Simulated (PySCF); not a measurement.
**Nitrogen: a sound run and one with changed settings**

Sound run: N [He] 2s2 2p3, N⁺ [He] 2s2 2p2. Calculation: PySCF 2.14, in def2-SVP (3s2p1d, 14 functions); no relativity, point nucleus. In the sound run the correlated levels freeze 1s2. The sound run starts from symmetry-adapted Hartree-Fock orbitals and uses a fine grid where one is needed.

Changed run: a valence shell is frozen. This setting is unsound on purpose.

| species | method | sound run (hartree) | changed run (hartree) | converged |
| --- | --- | --- | --- | --- |
| N | MP2 | -54.40612 | -54.35413 | yes |
| N | CCSD(T) | -54.42172 | -54.35832 | yes |
| N⁺ | MP2 | -53.87492 | -53.82606 | yes |
| N⁺ | CCSD(T) | -53.89709 | -53.82750 | yes |

Ionisation energy of N:

```json
{"method": "UHF", "sound run (eV)": "14.038", "changed run (eV)": "14.038"}
{"method": "MP2", "sound run (eV)": "14.455", "changed run (eV)": "14.370"}
{"method": "SCS-MP2", "sound run (eV)": "14.244", "changed run (eV)": "14.148"}
{"method": "CCSD", "sound run (eV)": "14.279", "changed run (eV)": "14.444"}
{"method": "CCSD(T)", "sound run (eV)": "14.276", "changed run (eV)": "14.444"}
```

Freezing a valence shell removes pair correlation that changes on ionisation.

For comparison, NIST gives 14.534 eV between the lowest levels.
